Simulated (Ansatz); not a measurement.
A made-up structure of AlSiNH4, closed shell:

```
atom    x (Å)    y (Å)    z (Å)
  N1  -1.5705  -0.8223  -1.1957
 Si2  -0.7605   0.4157  -0.5521
 Al3   1.2142   0.2056   0.9100
  H4  -1.2423  -1.7588  -0.9827
  H5  -1.3064   1.7538  -0.9135
  H6   1.7081  -1.2668   1.2257
  H7  -2.2105  -0.1512  -1.6206
```

It is relaxed with PBE-D4/def2-SVP and then PBE0-D4/def2-TZVP (Ansatz 0.2.0). Atoms count as bonded within 1.22 times the sum of their covalent radii (H–H: 0.88 Å). The end point is not checked to be a true minimum.

(1) Does its bonding change? (A judgement: the text doesn't fix the answer.)

## Answers

(1) Computed: No: no bond forms or breaks.

Where it ends: The first stage lowers the energy by 2.56 eV in 21 steps. It ends as AlSiNH₄ ([NH2][SiH][AlH]):
| atom | x (Å) | y (Å) | z (Å) |
| --- | --- | --- | --- |
| N1 | -1.7238 | -0.6939 | -1.2686 |
| Si2 | -0.3606 | 0.2052 | -0.7700 |
| Al3 | 0.8037 | -0.1294 | 1.3777 |
| H4 | -1.7313 | -1.6989 | -1.3080 |
| H5 | -0.8717 | 1.6155 | -0.8943 |
| H6 | 2.3353 | -0.6326 | 1.2204 |
| H7 | -2.6195 | -0.2899 | -1.4862 |

Labels in which every atom is bracketed show which atoms are joined, not bond orders.

For scale, one of the runs: PBE0-D4/def2-TZVP relaxation, 129 basis functions, launched by `ansatz run in.yaml --threads 2 --pin off --events-out ev --progress --plain --max-ram 4352MiB`. The run took about 25 s on 2 CPU threads of an Arm Neoverse V2 (shared host).
